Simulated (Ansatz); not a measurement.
Z-matrix (Å, degrees):
```
C
C 1 1.323
H 1 1.085 2 121.7
H 1 1.085 2 121.7 3 -180.0
H 2 1.085 1 121.7 3 -0.0
H 2 1.085 1 121.7 3 -180.0
```

Total charge 0; spin multiplicity 1.

**Question.** List the r2SCAN/def2-TZVPP orbital energies in eV (Ansatz 0.2.0). (Best estimate.)

**Answer.** The calculation gave: Occupied: -273.05, -273.02, -19.87, -14.94, -11.95, -10.60, -8.80, -6.97. Lowest empty: -0.66, 2.21, 2.84, 3.09, 5.36, 5.85, 6.07, 6.51.
